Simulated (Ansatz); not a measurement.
```yaml
crystal:
  periodic: [false, false, false]
  atoms:
    - {symbol: Si, position_ang: [-1.583348, -0.262644, -0.002331]}
    - {symbol: O, position_ang: [0.052521, -0.075492, -0.000325]}
    - {symbol: Si, position_ang: [1.620892, 0.262320, 0.002355]}
    - {symbol: H, position_ang: [-1.879841, 1.207330, 0.004500]}
basis:
  gaussian: {orbitals: def2-TZVP}
magnetization: {spin_polarized: true, initial_magnetization: 1}
hamiltonian: {xc: pbe0}
relax: {f_tol: 0.004, max_steps: 80}
```

```sh
$ ansatz run in.yaml --threads 1 --pin off --events-out ev --progress --plain --max-ram 2176MiB
```

Steps of the relaxation (energy above the last step; positions in Å, forces in eV/Å):

```
4
step 1, 41.0 meV
Si   -1.583   -0.263   -0.002   -0.607   -0.705   -0.004
O     0.053   -0.075    0.000    0.190    0.122    0.001
Si    1.621    0.262    0.002    0.588    0.019    0.000
H    -1.880    1.207    0.004   -0.171    0.564    0.003
```

```
4
step 2, 19.6 meV
Si   -1.583   -0.269   -0.002   -0.371   -0.327   -0.002
O     0.062   -0.074    0.000    0.084    0.169    0.001
Si    1.640    0.253    0.002    0.326   -0.028    0.000
H    -1.908    1.221    0.005   -0.038    0.186    0.001
```

```
4
step 3, 11.0 meV
Si   -1.590   -0.276   -0.002   -0.026   -0.025    0.000
O     0.068   -0.064    0.000    0.045    0.159    0.001
Si    1.658    0.244    0.002   -0.026   -0.084    0.000
H    -1.926    1.228    0.005    0.007   -0.049    0.000
```

```
4
step 6, 0.0 meV
Si   -1.567   -0.274   -0.002   -0.002   -0.009    0.000
O     0.076    0.034    0.000   -0.003    0.005    0.000
Si    1.689    0.168    0.002    0.001    0.000    0.000
H    -1.988    1.203    0.004    0.004    0.004    0.000
```

```
4
step 7, 0.0 meV
Si   -1.567   -0.275   -0.002    0.000    0.000    0.000
O     0.076    0.034    0.000    0.000    0.000    0.000
Si    1.688    0.168    0.002    0.000    0.000    0.000
H    -1.987    1.203    0.004    0.000    0.000    0.000
```

Close pairs at the end: Si1–H4 1.536 Å, O2–Si3 1.618 Å, Si1–O2 1.672 Å.

A stationary point of unrestricted PBE0 after 7 steps, with ⟨S²⟩ = 0.760 against 0.75 for a pure state; no frequencies were run, so it isn't proven a minimum. 42 s on 1 thread of Arm Neoverse V2, shared host.
